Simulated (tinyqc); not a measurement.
Inside a calculation. Method: CIS on RHF in the sto-3g basis, frozen core, for H2O, spin multiplicity 1. One step of it, computed by the program tinyqc.

Question. CIS triplet states. Diagonalise A (1 hartree = 27.211386 eV); each vector has its largest component positive (the first on a tie).

CIS matrix A, triplet (hartree), lower triangle:
```
,2>6,2>7,3>6,3>7,4>6,4>7,5>6,5>7
2>6,1.304788
2>7,0.000000,1.441082
3>6,0.000000,-0.101210,0.698713
3>7,-0.101210,0.000000,0.000000,0.803203
4>6,-0.060738,0.000000,0.000000,-0.043903,0.544088
4>7,0.000000,0.012466,-0.043903,0.000000,0.000000,0.624755
5>6,0.000000,0.000000,0.000000,0.000000,0.000000,0.000000,0.440434
5>7,0.000000,0.000000,0.000000,0.000000,0.000000,0.000000,0.000000,0.548629
```

Give: triplet excitation energies; lowest vectors.

Answer.

triplet excitation energies (eV): 11.9848  14.3959  14.9290  16.4093  19.2245  21.6391  36.1317  39.5935

lowest vectors:
```
,state 1,state 2,state 3,state 4,state 5,state 6
2>6,0.0000,0.1017,0.0000,0.0000,0.0000,0.1665
2>7,0.0000,0.0000,0.0000,0.0414,0.1292,0.0000
3>6,0.0000,0.0000,0.0000,0.4525,0.8816,0.0000
3>7,0.0000,0.1938,0.0000,0.0000,0.0000,0.9637
4>6,0.0000,0.9758,0.0000,0.0000,0.0000,-0.2087
4>7,0.0000,0.0000,0.0000,0.8908,-0.4539,0.0000
5>6,1.0000,0.0000,0.0000,0.0000,0.0000,0.0000
5>7,0.0000,0.0000,1.0000,0.0000,0.0000,0.0000
```
